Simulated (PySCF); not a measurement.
How well does each level of theory give the band gap of rock-salt MgO?

Reference value: 8.36 eV (measured, zero-point renormalisation of 0.53 eV added back here (the table's ZPR column); inputs from Chen et al. (2018), doi:10.1103/physrevmaterials.2.073803).

```tsv
level (code)	value (eV)
PBE (PySCF)	4.78 ± 0.05
PBE0 (PySCF)	7.30 ± 0.04
Hartree–Fock (PySCF)	15.79 ± 0.1
evGW@PBE (PySCF)	8.49 ± 0.1
G0W0@PBE0 (PySCF)	…
```

Task: Complete the blanks.

Result: 
- G0W0@PBE0 (PySCF), value (eV): 8.30 ± 0.09

Errors against the reference: PBE -3.58 eV, PBE0 -1.06 eV, Hartree–Fock +7.43 eV, evGW@PBE +0.13 eV, G0W0@PBE0 -0.06 eV.

Once the reference is moved by up to 0.10 eV (a margin picked here for doubts on the reference and the settings) and values within 0.03 eV count as equal, the nearest can be G0W0@PBE0 (-0.06 eV) or evGW@PBE (+0.13 eV). Among them Hartree–Fock (+7.43 eV) misses by most. Within 0.3 eV: evGW@PBE, G0W0@PBE0.

Published values of wave-function and many-body methods: 8.34 eV (published EOM-CCSD value, GTH pseudopotentials, extrapolated to the thermodynamic and basis limits; Vo et al. (2024), arXiv:2310.03887).

Density-functional gaps are differences of (generalised) Kohn–Sham levels of a static lattice; semilocal ones lie below quasiparticle gaps as a rule. Measured gaps hold zero-point and thermal shifts unless a correction is named.  A ± on a computed value is a rough bar: the spread of its extrapolation, a floor set from checks against published values, or a statistical error. Values are at the measured cell.

Differences are worked out from the printed values.
